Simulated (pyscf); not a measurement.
A first-order saddle from PySCF, ωB97X-D3(BJ)/def2-SVP:

```xyz
7

O     -0.0665     1.0161    -1.1510
Nb    -0.1146     0.1986     0.3778
F      0.5095     1.9501     1.3349
F      0.7590    -1.4416     0.4027
F     -1.4901     0.4267     1.6280
Cl     2.2036     1.5066     0.2677
H     -1.4726    -0.3645    -0.6114
```

Surface: singlet, charge 0. Lowest wavenumbers (cm⁻¹): 546i, 47, 106, 139, 182.

**Question.** What reaction is this the transition state of?

**Answer.** `[OH][Nb]([F])([F])([F])[Cl]` ⇌ `[O]=[NbH]([F])[F]` + `[F][Cl]`, a multi-bond step read from left to right: H–O, F–Nb, Cl–Nb broken and H–Nb, Cl–F formed. At ωB97M-D3(BJ)/def2-TZVP it lies +176.4 kcal/mol from the left side and +50.2 kcal/mol from the right (each side as separated species at their lowest minima found). On the product side the descent ends in a complex (not fully relaxed), 4.2 kcal/mol under the separated species and 52.6 kcal/mol under the saddle at ωB97X-D3(BJ)/def2-TZVP. At ωB97X-D3(BJ)/def2-TZVP the barrier from the zero used here is 180.2 kcal/mol. The same reactants have a lower exit, to O=Nb(F)(F)–F + HCl (barrier +22.0 kcal/mol at ωB97M-D3(BJ)/def2-TZVP, against +176.4 kcal/mol here). One saddle was located; it need not be the lowest between these sides. One closed-shell reference is unstable to symmetry breaking; treat the single-reference values with care. Elements past Kr carry the def2 core potentials, without spin-orbit coupling.
